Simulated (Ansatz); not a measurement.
# CH3NS (SMILES N=CS): functionals against CCSD(T) at one geometry

The task here is to estimate one member of a computed series from the others.

Method: single points in def2-TZVPP; program: Ansatz 0.2.0, Gaussian basis.

Cores are frozen in the correlated methods.

### The starting structure

SMILES `N=CS`, 6 atoms, charge 0, spin multiplicity 1.

Atoms are counted from 1 here; the program's logs count them from 0.

Bond lengths: N1–C2 1.273 Å, N1–H4 1.081 Å, C2–S3 1.777 Å, C2–H5 1.154 Å, S3–H6 1.387 Å. Angles: C2–N1–H4 103.1°, N1–C2–S3 121.1°, N1–C2–H5 129.6°, S3–C2–H5 103.5°, C2–S3–H6 93.1°.

As a file:

| atom | x (Å) | y (Å) | z (Å) |
| --- | --- | --- | --- |
| N1 | -1.05765 | -0.01305 | -0.24201 |
| C2 | 0.20819 | -0.06889 | -0.36912 |
| S3 | 1.28009 | 0.10329 | 1.03710 |
| H4 | -1.41030 | -0.09260 | -1.26028 |
| H5 | 0.87356 | 0.24887 | -1.25619 |
| H6 | 0.22334 | 0.28535 | 1.91648 |

The first run:

The input, run/in.yaml:

```yaml
crystal:
  periodic: [false, false, false]
  atoms:
    - {symbol: N, position_ang: [-1.057651, -0.013052, -0.242008]}
    - {symbol: C, position_ang: [0.208194, -0.068885, -0.369121]}
    - {symbol: S, position_ang: [1.280092, 0.103293, 1.037103]}
    - {symbol: H, position_ang: [-1.410298, -0.092604, -1.260280]}
    - {symbol: H, position_ang: [0.873556, 0.248873, -1.256189]}
    - {symbol: H, position_ang: [0.223343, 0.285346, 1.916476]}
basis:
  gaussian: {orbitals: def2-TZVPP}
hamiltonian: {xc: pbe, dispersion: d4}
output: {forces: true}
```

Started as:

```sh
$ ansatz run in.yaml --threads 2 --pin off --events-out ev --progress --plain --max-ram 3481MiB
```

Steps of the session up to this table: PBE-D4/def2-TZVPP; r2SCAN-D4/def2-TZVPP; PBE0-D4/def2-TZVPP; wB97M-V/def2-TZVPP; CCSD(T)/def2-TZVPP.

One of the session's tables, all rows but one given; the rest of the session is left out.

| method | RMS force component (eV/Å) | angle to CCSD(T) forces (°) | dipole (D) |
| --- | --- | --- | --- |
| PBE-D4 | 1.094 | 6.3 | 1.34 |
| r2SCAN-D4 | 1.204 | 9.0 | 1.39 |
| PBE0-D4 | 1.253 | 14.6 | 1.44 |
| wB97M-V | ? | ? | ? |
| CCSD(T) | 1.270 | reference | 1.47 |

Estimate the missing values for wB97M-V.

As computed: RMS force component (eV/Å): 1.267; angle to CCSD(T) forces (°): 14.5; dipole (D): 1.50. In the column «RMS force component (eV/Å)» it lies between PBE0-D4 (1.253) and CCSD(T) (1.270).
